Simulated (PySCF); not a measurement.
**O₂⁺: from constants to spectrum**

UHF-CCSD(T) constants of O₂⁺, ²Πg (doublet), unpaired electrons π ↑ (basis O 6-31G(d,p); no relativity; PySCF 2.14; masses 15.9949 and 15.9949 u):

| Quantity | Value |
| --- | --- |
| ωe | 1873.0 cm⁻¹ |
| ωexe | 16.2 cm⁻¹ |
| Be | 1.6136 cm⁻¹ |
| αe | 0.0185 cm⁻¹ |
| D (centrifugal) | 4.79e-06 cm⁻¹ |
| De to O⁺ + O | 5.64 eV |

(1) Give the vibrational terms G(v) and spacings up to v = 6.

(2) How well does the Morse estimate ωe²/(4ωexe) reproduce De, and what is D0?

Correlated steps freeze 2 core orbitals. Correlated levels converge slowly with the basis: in double zeta they bind strong bonds too weakly, by up to about 1 eV, and carry superposition errors of some tenths. The state was picked by a PBE0 search and need not be the measured ground state.

Results:

(1) G(v) = ωe(v+½) − ωexe(v+½)².

```tsv
v	G(v) (cm⁻¹)	G(v) − G(v−1)	Bv (cm⁻¹)
0	932		1.604
1	2773	1841	1.586
2	4581	1808	1.567
3	6357	1776	1.549
4	8100	1743	1.530
5	9811	1711	1.512
6	11490	1679	1.493
```

(2) It gives 6.71 eV, 119 % of the computed De. D0 = De − G(0) = 5.64 − 0.12 = 5.52 eV.
